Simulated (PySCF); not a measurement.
System: rock-salt KF. Method: MP2 in PySCF (GTH pseudopotentials, Gaussian basis, DZ basis).

The same calculation (at the measured cell, 19.077 Å³/atom) with different numerical settings:

```csv
run,k mesh,correlation energy (eV/atom),total energy (eV/atom)
1,2×2×2,-3.2343,-711.0078
2,3×3×3,-3.2520,-710.8266
3,4×4×4,-3.2564,-710.7808
```

In the column total energy (eV/atom) the first row differs from the last by -0.2270 and the next to last by -0.0458.

The last row is no converged limit: other settings stay fixed.
